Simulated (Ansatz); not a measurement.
C₃H₃ClN₂, SMILES `C=C=NC(=N)Cl`, relaxed with RKS PBE0-D4/def2-TZVP in the Gaussian-basis code of Ansatz from a PBE-D4/def2-SVP geometry. The force threshold is 0.005 eV/Å; the program also tests the step.

The species carries charge 0 and has multiplicity 1.

Start:

```xyz
9

C     2.083   -0.748    0.119
C     0.768   -0.641    0.135
N    -0.462   -0.645    0.181
C    -1.387    0.357   -0.090
N    -1.583    1.359    0.657
Cl   -2.323   -0.053   -1.557
H     2.604   -1.132   -0.772
H     2.671   -0.432    0.993
H    -2.372    1.935    0.333
```

(1) How much energy does the relaxation release, and in how many steps? (Estimate.)

(2) Which bonds change most? (Best estimate.)

(3) Give the relaxed structure. (Estimate.)

## Answers

(1) The calculation gave: 1.90 kcal/mol, in 20 steps, 6 of them rejected.

(2) The calculation gave: C4–Cl6 from 1.788 to 1.751 Å; C1–C2 from 1.319 to 1.300 Å; C1–H7 from 1.101 to 1.082 Å; C1–H8 from 1.100 to 1.082 Å.

(3) The calculation gave: 
```xyz
9

C     2.022   -0.701    0.123
C     0.723   -0.673    0.146
N    -0.491   -0.739    0.185
C    -1.361    0.308   -0.095
N    -1.484    1.317    0.629
Cl   -2.317   -0.044   -1.518
H     2.545   -1.021   -0.768
H     2.584   -0.385    0.992
H    -2.220    1.938    0.308
```
